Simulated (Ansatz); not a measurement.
System: S2, charge 0, multiplicity 3. SMILES: S=S
Geometry: optimised at B3LYP-D3(BJ)/def2-TZVP (Ansatz, a quantum-chemistry and plane-wave program).

Wanted: vertical electron affinity (to the doublet state of charge -1; a negative value means that the extra electron is unbound and the number depends on the basis; each state is the SCF solution reached for its spin), in eV. Valence correlation only, unless marked. Open shells are spin-unrestricted. No spin-orbit coupling. Non-relativistic. Anions need diffuse functions: aug- sets have them; def2-D sets add few. Basis-set limits of correlation are two-point, X^-3; Hartree-Fock from the larger set.

```json
[
 {"level": "SVWN5/def2-TZVPD", "program": "Ansatz", "vertical electron affinity (eV)": "1.57"},
 {"level": "PBE/def2-TZVPD", "program": "Ansatz", "vertical electron affinity (eV)": "1.40"},
 {"level": "B3LYP/def2-TZVPD", "program": "Ansatz", "vertical electron affinity (eV)": "?"},
 {"level": "PBE0/def2-TZVPD", "program": "Ansatz", "vertical electron affinity (eV)": "1.47"},
 {"level": "BHLYP/def2-TZVPD", "program": "Ansatz", "vertical electron affinity (eV)": "?"},
 {"level": "CAM-B3LYP/def2-TZVPD", "program": "Ansatz", "vertical electron affinity (eV)": "1.56"},
 {"level": "wB97X-V/def2-TZVPD", "program": "Ansatz", "vertical electron affinity (eV)": "1.56"},
 {"level": "CCSD/aug-cc-pV(D+d)Z", "program": "Ansatz", "vertical electron affinity (eV)": "?"},
 {"level": "CCSD(T)/CBS(aug-cc-pV(T+d)Z,aug-cc-pV(Q+d)Z)", "program": "Ansatz", "vertical electron affinity (eV)": "1.57"}
]
```

### Question
What belongs in the gaps?

### Answer

- B3LYP/def2-TZVPD, vertical electron affinity (eV): 1.51
- BHLYP/def2-TZVPD, vertical electron affinity (eV): 1.44
- CCSD/aug-cc-pV(D+d)Z, vertical electron affinity (eV): 1.25
